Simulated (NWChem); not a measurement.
Program: NWChem. System: CHCl₃, charge 0, spin multiplicity 1, displaced from the optimised geometry. Level: CCSD(T)/cc-pVDZ, 16 core orbitals frozen, spin-restricted.

Input file:

```
start mol
memory heap 100 mb stack 700 mb global 1900 mb
geometry units angstroms nocenter noautoz noautosym
  Cl     0.851745    -0.066279     1.472644
  C     -0.009249     0.452824     0.000000
  Cl     0.851745    -0.066279    -1.472644
  Cl    -1.867286    -0.175311     0.000000
  H     -0.031481     1.546068     0.000000
end
basis spherical
  * library cc-pvdz
end
scf
  rhf
  nopen 0
  maxiter 100
  thresh 1e-7
  semidirect memsize 60000000 filesize 0
end
ccsd
  freeze core 16
  maxiter 60
end
task ccsd(t) energy
```

Part of the output:

```
             Northwest Computational Chemistry Package (NWChem) 7.3.0
             --------------------------------------------------------

                                NWChem Input Module
                                -------------------

 Scaling coordinates for geometry "geometry" by  1.889725989
 (inverse scale =  0.529177249)

                             Geometry "geometry" -> ""
                             -------------------------

 Output coordinates in angstroms (scale by  1.889725989 to convert to a.u.)

  No.       Tag          Charge          X              Y              Z
 ---- ---------------- ---------- -------------- -------------- --------------
    1 Cl                  17.0000     0.85174500    -0.06627900     1.47264400
    2 C                    6.0000    -0.00924900     0.45282400     0.00000000
    3 Cl                  17.0000     0.85174500    -0.06627900    -1.47264400
    4 Cl                  17.0000    -1.86728600    -0.17531100     0.00000000
    5 H                    1.0000    -0.03148100     1.54606800     0.00000000

 Effective nuclear repulsion energy (a.u.)     252.9555066224

            Nuclear Dipole moment (a.u.)
            ----------------------------
        X                 Y               Z
 ---------------- ---------------- ----------------
    -5.4263614043    -1.8344722904     0.0000000000


 Summary of "ao basis" -> "" (spherical)
 ------------------------------------------------------------------------------
       Tag                 Description            Shells   Functions and Types
 ---------------- ------------------------------  ------  ---------------------
 *                          cc-pvdz                   on all atoms

 Summary of "ao basis" -> "ao basis" (spherical)
 ------------------------------------------------------------------------------
       Tag                 Description            Shells   Functions and Types
 ---------------- ------------------------------  ------  ---------------------
 Cl                         cc-pvdz                  8       18   4s3p1d
 C                          cc-pvdz                  6       14   3s2p1d
[...]
 ccsd(t): done       14 out of       44 progress:   31.8%
 ccsd(t): done       15 out of       44 progress:   34.1%
 ccsd(t): done       16 out of       44 progress:   36.4%
 ccsd(t): done       17 out of       44 progress:   38.6%
 ccsd(t): done       18 out of       44 progress:   40.9%
 ccsd(t): done       19 out of       44 progress:   43.2%
 ccsd(t): done       20 out of       44 progress:   45.5%
 ccsd(t): done       21 out of       44 progress:   47.7%
 ccsd(t): done       22 out of       44 progress:   50.0%
 ccsd(t): done       23 out of       44 progress:   52.3%
 ccsd(t): done       24 out of       44 progress:   54.5%
 ccsd(t): done       25 out of       44 progress:   56.8%
 ccsd(t): done       26 out of       44 progress:   59.1%
 ccsd(t): done       27 out of       44 progress:   61.4%
 ccsd(t): done       28 out of       44 progress:   63.6%
 ccsd(t): done       29 out of       44 progress:   65.9%
 ccsd(t): done       30 out of       44 progress:   68.2%
 ccsd(t): done       31 out of       44 progress:   70.5%
 ccsd(t): done       32 out of       44 progress:   72.7%
 ccsd(t): done       33 out of       44 progress:   75.0%
 ccsd(t): done       34 out of       44 progress:   77.3%
 ccsd(t): done       35 out of       44 progress:   79.5%
 ccsd(t): done       36 out of       44 progress:   81.8%
 ccsd(t): done       37 out of       44 progress:   84.1%
 ccsd(t): done       38 out of       44 progress:   86.4%
 ccsd(t): done       39 out of       44 progress:   88.6%
 ccsd(t): done       40 out of       44 progress:   90.9%
 ccsd(t): done       41 out of       44 progress:   93.2%
 ccsd(t): done       42 out of       44 progress:   95.5%
 ccsd(t): done       43 out of       44 progress:   97.7%
 ccsd(t): done       44 out of       44 progress:  100.0%
 Time for integral evaluation pass     1       12.57
 Time for triples evaluation pass      1        3.85

 pseudo-e(mp4)  -0.17944363695050E-01
 pseudo-e(mp5)   0.72484089253127E-03
        e(t)    -0.17219522802519E-01

 --------------
 CCSD(T) Energy
 --------------
 Reference energy:                   -1416.925322888735536

 CCSD corr. energy:                     -0.591264193302751
 T(CCSD) corr. energy:                  -0.017944363695050
 Total CCSD+T(CCSD) energy:          -1417.534531445733364

 CCSD corr. energy:                     -0.591264193302751
 (T) corr. energy:                      -0.017219522802519
 Total CCSD(T) energy:               -1417.533806604840720

 routine      calls  cpu(0)   cpu-min  cpu-ave  cpu-max   i/o
 aoccsd          1     0.01     0.01     0.01     0.01    0.00
 iterdrv         1     0.02     0.02     0.02     0.02    0.00
 pampt          12     0.10     0.10     0.10     0.10    0.00
 t2pm           12     0.21     0.21     0.21     0.21    0.00
 sxy            12     0.63     0.63     0.63     0.63    0.00
 ints      3745164    95.10    95.10    95.10    95.10    0.00
 t2eri        6732    10.16    10.16    10.16    10.16    0.00
 idx2         6732     1.42     1.42     1.42     1.42    0.00
 idx34          12     0.14     0.14     0.14     0.14    0.00
 ht2pm          12     0.25     0.25     0.25     0.25    0.00
 itm            12     1.14     1.14     1.14     1.14    0.00
 pdiis          12     0.03     0.03     0.03     0.03    0.00
 triples         1     0.00     0.00     0.00     0.00    0.00
 rdtrpo          1     0.01     0.01     0.01     0.01    0.00
 trpmos          1    12.57    12.57    12.57    12.57    0.00
 trpdrv          1     0.55     0.55     0.55     0.55    0.00
 dovvv      104104     1.42     1.42     1.42     1.42    0.00
 doooo      104104     0.53     0.53     0.53     0.53    0.00
 tengy       96668     1.27     1.27     1.27     1.27    0.00
 Total               125.56   125.56   125.56   125.56    0.00

 Task  times  cpu:      144.0s     wall:      144.0s

 Total times  cpu:      144.0s     wall:      144.0s
```
